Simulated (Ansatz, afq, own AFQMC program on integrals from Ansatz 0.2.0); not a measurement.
**BNH, doublet in 6-31G, levels against full CI**

```yaml
atoms:
  - { symbol: B, position_ang: [0.0000, 0.0000, 0.0439] }
  - { symbol: N, position_ang: [0.0000, 0.0000, -1.2617] }
  - { symbol: H, position_ang: [0.0000, 0.0000, 1.2178] }
```

Connectivity, by distances: BH–N.

Basis 6-31G. Only valence electrons are correlated. Integrals, coupled cluster, full CI and functionals: Ansatz 0.2.0; the random walks run on the same integrals in our own AFQMC program. ph-AFQMC/CISD is guided by a CISD state made of CCSD amplitudes; releasing the constraint for a short imaginary time cuts its bias at the price of noise, slowly where states lie close. ± is one standard error of the sampling.

Determinant: ROHF, the one that the program's search chose, which needn't be the lowest solution. The geometry is a point of a scan.

Full CI on the same integrals is exact in this basis and with this determinant's frozen core.

Cautions: the ph-AFQMC/HF walk drifts between its halves (2.2 errors).

The T1 diagnostic is 0.0230 and the weight of the determinant in the CISD state is 0.911. The size of the correlated space is 9 electrons in 18 orbitals.

```json
{"level": "MP2", "correlation energy (eV)": "-3.7784"}
{"level": "CCSD", "correlation energy (eV)": "-4.2269"}
{"level": "CCSD(T)", "correlation energy (eV)": "-4.3561"}
```

Estimate where AFQMC with the constraint released lies against CCSD(T) on the same integrals.

3.3 ± 0.4 kJ/mol below CCSD(T).

Reference: full CI, correlation energy -4.393 eV. The released energy is read at 2.40 1/Eh (meV from the phaseless value at times in 1/Eh: -2 ± 3 at 0.24, -11 ± 3 at 0.51, -15 ± 3 at 0.99, -13 ± 4 at 1.62, -18 ± 4 at 2.40).

```json
{"level": "CCSD(T)", "E − E(reference) (kJ/mol)": "3.5", "share of correlation (%)": "99.17"}
{"level": "CCSDT", "E − E(reference) (kJ/mol)": "1.3", "share of correlation (%)": "99.69"}
{"level": "CCSDT(Q)", "E − E(reference) (kJ/mol)": "0.1", "share of correlation (%)": "99.98"}
{"level": "CCSDTQ", "E − E(reference) (kJ/mol)": "0.1", "share of correlation (%)": "99.98"}
{"level": "ph-AFQMC/HF", "E − E(reference) (kJ/mol)": "5.4 ± 2.3", "share of correlation (%)": "98.73"}
{"level": "ph-AFQMC/CISD", "E − E(reference) (kJ/mol)": "1.9 ± 0.3", "share of correlation (%)": "99.55"}
{"level": "released AFQMC", "E − E(reference) (kJ/mol)": "0.2 ± 0.4", "share of correlation (%)": "99.95"}
```

CCSDT and higher add their correlation energy to the determinant of the CCSD(T) run, since their own runs factorise the integrals more tightly (a shift of under 2 meV). A walk keeps the symmetry of its determinant, which the program's search chose and which needn't be the lowest solution, so a lower state of the same spin and another symmetry isn't excluded. Released energies are given only where the last usable release times agree within the noise; a slower fall can still hide under it.
